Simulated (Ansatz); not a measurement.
H₃NOSi (`N[Si]O`), 6 atoms. Total charge 0; spin multiplicity 1. Hardware: A = 2 threads of an AMD EPYC 7R13 on a shared host; B = 2 threads of an AMD EPYC 7R13 on a shared host and a share of an NVIDIA H100 80 GB. Correlated methods freeze the cores. Open-shell runs search over several starts.

(1) Give the basis size and wall time and peak host memory of each of these runs in Ansatz. UHF-CCSD(T)/def2-QZVPP energy of the cation [B]; UKS B3LYP-D4/def2-TZVPP energy of the cation [A]; direct RPA on PBE orbitals/def2-TZVPP energy [A]; RKS PBE0-D4/def2-TZVP relaxation (7 steps) [A]; RHF-CCSD(T)/def2-TZVPP energy [A]; RKS ωB97M-V/def2-SVP energy [A]; RHF-CCSD(T)/cc-pV(T+d)Z energy [A]; UKS B2PLYP (frozen core)/def2-TZVPP energy of the cation [A]; RKS ωB97M-V/def2-QZVPP energy [B]; RHF-CCSD(T)/cc-pV(D+d)Z energy [A]; RKS BHLYP-D4/def2-TZVPP energy [A]; UHF-CCSD(T)/def2-TZVPP energy of the cation [B]. (An estimate is asked.)

Results:

(1) Computed: Other jobs shared the machine, so times are rough.

```tsv
level	job	functions	wall time	peak host memory (GiB)
RKS BHLYP-D4/def2-TZVPP	energy [A]	146	1.7 s	0.25
RHF-CCSD(T)/cc-pV(D+d)Z	energy [A]	66	1.9 s	0.19
RKS ωB97M-V/def2-SVP	energy [A]	61	2.4 s	0.18
UHF-CCSD(T)/def2-TZVPP	energy of the cation [B]	146	2.7 s	0.82
direct RPA on PBE orbitals/def2-TZVPP	energy [A]	146	3.3 s	0.26
RKS ωB97M-V/def2-QZVPP	energy [B]	274	3.4 s	0.87
UKS B3LYP-D4/def2-TZVPP	energy of the cation [A]	146	4.8 s	0.3
UHF-CCSD(T)/def2-QZVPP	energy of the cation [B]	274	8.5 s	0.85
UKS B2PLYP (frozen core)/def2-TZVPP	energy of the cation [A]	146	10 s	0.43
RHF-CCSD(T)/def2-TZVPP	energy [A]	146	13 s	0.9
RHF-CCSD(T)/cc-pV(T+d)Z	energy [A]	141	13 s	0.82
RKS PBE0-D4/def2-TZVP	relaxation (7 steps) [A]	117	14 s	0.22
```

B3LYP here is the variant with VWN-RPA as its local correlation; programs differ in this.
